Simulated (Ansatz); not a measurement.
Where CCSD(T) holds and where it slips

Each species is computed at the geometry given (Å), with frozen cores, in Ansatz 0.2.0: RHF-CCSD(T) for singlets, UHF-CCSD(T) otherwise, and full CI in the same basis. The program picks the determinant by trial CCSD, so it needn't be the lowest Hartree–Fock solution. States: AlP Σ⁺ or Δ, HAlP A'', InH3 A'. Cases whose determinant has another symmetry than full CI's state, or whose (Q) step broke down, weren't drawn. No spin–orbit coupling is included; scalar relativity enters only through core potentials past Kr.

Task: Judging by size, spin and bonding and the diagnostics given, rank them by the size of CCSD(T)'s error in total energy against full CI in the same basis, smallest first (an estimate).
A. HAlP, quartet, 6-31G: Al 0.000 -0.108 1.238; P 0.000 0.051 -1.143; H 0.000 1.315 1.999. T1 0.022, (T) -38 meV in a correlation energy of -1.83 eV
B. InH₃, singlet, def2-SVP: In 0.000 0.017 -0.038; H 0.000 -1.726 -0.277; H 0.385 -0.107 2.329; H -0.385 -0.107 2.329. T1 0.011, (T) -29 meV in a correlation energy of -2.75 eV
C. AlP, singlet, 6-31G: Al 0.000 0.000 0.000; P 0.000 0.000 1.681. T1 0.033, (T) -169 meV in a correlation energy of -3.53 eV

Result: B (9.5 meV), A (17.5 meV), C (42.2 meV).

```
      species     basis  correlated electrons  CCSD(T) − full CI (meV)  CCSDT(Q) − full CI (meV)  unpaired electrons (full CI)     T1  ⟨S²⟩ of the determinant
InH3, singlet  def2-SVP                     6                      9.5                       0.2                          0.07  0.011                     0.00
HAlP, quartet     6-31G                     9                     17.5                      -0.2                          3.03  0.022                     3.77
 AlP, singlet     6-31G                     8                     42.2                      -1.8                          0.32  0.033                     0.00
```

Unpaired electrons are Σ n²(2−n)² over natural occupations; an open shell counts its own unpaired electrons too. Frozen cores follow each run's orbitals, which moves totals by a few meV.
